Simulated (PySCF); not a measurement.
Species: phosphorus trifluoride, PF₃.
SMILES: `FP(F)F`

Theory: PySCF, PBE0-D3(BJ)/def2-SVP geometry optimisation, gas phase.

Masses are those of the commonest isotopes; rigid-rotor values at the optimised geometry. 

Q: Give the principal moments of inertia and the rotational constants in GHz.

A: Ia = 67.18, Ib = 67.33, Ic = 109.13 u·Å²; 505379 MHz·u·Å²/I gives 7523, 7506 and 4631 MHz, that is A = 7.5227, B = 7.5060, C = 4.6308 GHz.

Q: Classify the top.

A: An oblate symmetric top, as the point group C3v requires two equal moments; the computed ones differ by 0.22 % because the geometry is symmetric only within the optimiser's tolerance: κ = (2 × 7506 − 7523 − 4631)/(7523 − 4631) = 0.99.

Q: What does the inertial defect say?

A: Not planar: Δ = Ic − Ia − Ib = -25.38 u·Å². For a rigid frame Δ = −2 Σ m c², so Σ m c² = 12.69 u·Å² lies off the ab plane. The atom farthest from that plane is 0.52 Å away.

Q: Where do the R-branch lines fall?

A: The dipole of 1.30 D lies along the symmetry axis, so ΔK = 0 and J+1 ← J falls at 2B(J+1) for every K: 15.03 GHz, 30.06 GHz, 45.09 GHz, 60.11 GHz, 75.14 GHz for J = 0 to 4.

No PBE0-D3(BJ)/def2-SVP frequencies stand behind this structure, so it isn't proved a minimum. Constants of a rigid frame at the computed geometry: no zero-point averaging, no centrifugal distortion.
